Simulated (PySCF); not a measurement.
**NO: frontier orbitals**

PBE at R = 1.154 Å; N 6-31G(d,p), O 6-31G(d,p); no relativity (PySCF 2.14). State: ²Π (doublet), unpaired electrons π ↑. Only the outer orbitals are listed, counted within each symmetry.

```csv
spin,orbital,occ.,ε (eV),on N (%),main shells (%)
α,3σ,1,-31.17,34,"56 O s, 23 N s, 10 N p"
α,4σ,1,-16.51,39,"38 N s, 35 O s, 26 O p"
α,1π,1,-12.49,37,"62 O p, 36 N p"
α,1π,1,-12.49,39,"61 O p, 38 N p"
α,5σ,1,-11.31,69,"37 N p, 31 N s, 28 O p"
α,2π,1,-4.04,62,"62 N p, 38 O p"
α,2π,0,-3.82,63,"63 N p, 36 O p"
α,6σ,0,7.77,108,"92 N p, 16 O p, 16 N s"
β,3σ,1,-30.70,33,"56 O s, 22 N s, 10 O p"
β,4σ,1,-15.76,35,"35 O s, 34 N s, 29 O p"
β,1π,1,-12.22,36,"63 O p, 35 N p"
β,1π,1,-11.16,34,"65 O p, 33 N p"
β,5σ,1,-10.75,73,"38 N p, 35 N s, 25 O p"
β,2π,0,-3.40,65,"64 N p, 35 O p"
β,2π,0,-2.16,66,"66 N p, 33 O p"
```

Problem. Which are the highest filled and the lowest empty level, where do they sit, and how wide is the gap?

Solution. Highest filled α 2π at -4.04 eV (in %: 62 N p, 38 O p); lowest empty α 2π at -3.82 eV (in %: 63 N p, 36 O p); the gap at PBE is 0.22 eV. Both belong to one degenerate shell, split only by its one-sided filling, so this is no excitation gap.

```
bond order (Mayer)                             : 2.19
⟨S²⟩                                           : 0.751
charge on N (Mulliken, basis-dependent)        : 0.09
charge on N (Löwdin, basis-dependent)          : -0.01
dipole moment (positive dipole means N(−)O(+)) : 0.19 D
polarisability along the bond                  : 11.8 bohr³
polarisability across the bond                 : 5.3 bohr³
```

Shares are Mulliken populations and can fall outside 0 to 100 %.

The state was picked by a PBE0 search and need not be the measured ground state.
